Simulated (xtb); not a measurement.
Cl2, SMILES ClCl. All values are semi-empirical tight-binding results from xtb (GFN2-xTB unless named), good for trends rather than for accurate numbers. The structure is a stationary point at GFN2-xTB.

```
Item                                              Value
----------------------------------------  -------------
point group as xtb finds it                         D∞h
orbital gap                                     3.37 eV
dipole moment                                    0.00 D
static polarisability (D4 model)             30.5 bohr³
solvation energy, GFN2-xTB/ALPB(water)     0.5 kcal/mol
solvation energy, GFN2-xTB/ALPB(acetone)  -1.2 kcal/mol
```
